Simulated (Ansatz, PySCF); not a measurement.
C3H6, SMILES C=CC.

Geometry: ωB97X-D3(BJ)/def2-TZVP.

Vertical ionisation energy (IE) and electron affinity (EA) in eV. Rows of orbital energies are one-electron estimates. Where ΔSCF, EOM or ADC give a negative EA the extra electron is unbound and the value depends on the basis.

```csv
level,IE,EA
"−ε(HOMO), −ε(LUMO), HF/def2-TZVPD (PySCF)",9.81,-2.14
"−ε(HOMO), −ε(LUMO), PBE/def2-TZVPD (PySCF)",6.27,0.66
"ΔSCF, PBE0/def2-SVPD (Ansatz), final states of multiplicity 2 and 2",9.78,-2.17
"ΔSCF, PBE/def2-SVPD (Ansatz), final states of multiplicity 2 and 2",(withheld),(withheld)
```

Problem. Complete the blanks. (The exact figures need the calculation; the answer reports its results.)

Solution. 
- ΔSCF, PBE/def2-SVPD (Ansatz, a program for electronic structure), final states of multiplicity 2 and 2, IE: 9.81
- ΔSCF, PBE/def2-SVPD (Ansatz), final states of multiplicity 2 and 2, EA: -2.01

Problem. What vertical singlet–triplet gap does ΔSCF give with PBE0/def2-SVPD (Ansatz) and with PBE/def2-SVPD (Ansatz)? (Estimate from the structure and the level; the computed values follow.)

Solution. 4.35 and 4.53 eV (triplet above singlet where positive).
